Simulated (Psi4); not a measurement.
# C2H2FO− (SMILES C=C([O-])F): B3LYP/6-31G(d) (Cartesian functions)

Aim: a single-point energy of C2H2FO−. The job is set up through a Python script.

The results are computed with Psi4 1.11.

3 further runs of the same task are left out: 1 that didn't finish, 2 set aside as unsound or not needed.

**1. The structure to begin with**

C2H2FO−: 6 atoms, total charge -1, spin state singlet. SMILES: `C=C([O-])F`. The coordinates come from a GFN2-xTB relaxation.

Bond lengths: C1–C2 1.341 Å, C2–O3 1.223 Å, C2–F4 1.506 Å, C1–H5 1.075 Å, C1–H6 1.077 Å. Angles: C1–C2–O3 136.6°, C1–C2–F4 110.1°, O3–C2–F4 113.3°, C2–C1–H5 121.9°, C2–C1–H6 119.9°, H5–C1–H6 118.2°.

**2. The energy at B3LYP/6-31G(d) (Cartesian functions)**

c2h2fo.py

```python
import psi4

psi4.set_memory('1600 MB')
psi4.set_num_threads(1)
psi4.set_output_file('psi4.out', False)

mol = psi4.geometry("""
-1 1
C     -0.55293386     1.21660568    -0.31632126
C      0.44504940    -0.93560340     0.57562947
O      0.95693841    -1.81725513     2.65022751
F      1.08203828    -2.68301425    -1.57763786
H     -0.81250664     1.53424974    -2.30673199
H     -1.11856669     2.68503626     0.97483412
units bohr
symmetry c1
""")

psi4.set_options({
    'puream': False,
    'e_convergence': 1e-09,
    'd_convergence': 1e-08,
    'scf_type': 'pk',
    'dft_radial_points': 99,
    'dft_spherical_points': 590,
})

e, wfn = psi4.energy("b3lyp/6-31G*", molecule=mol, return_wfn=True)
psi4.oeprop(wfn, "WIBERG_LOWDIN_INDICES", "DIPOLE", "QUADRUPOLE", title="B3LYP")
print(f'b3lyp/6-31G* energy: {e:.10f} Eh')
```

Started as:

```bash
python c2h2fo.py
```

What values should one expect? Wanted: total energy; HOMO energy; LUMO energy; HOMO–LUMO gap.

Answer, from the run:

At B3LYP/6-31G* (Cartesian functions):

| quantity | value |
| --- | --- |
| total energy | -252.47739 Eh |
| HOMO energy | 1.01 eV |
| LUMO energy | 8.70 eV |
| HOMO–LUMO gap (to an unbound level, set by the basis) | 7.69 eV |

What this shows: The HOMO lies at positive energy, 1.01 eV; only total energies tell whether the electron is bound.
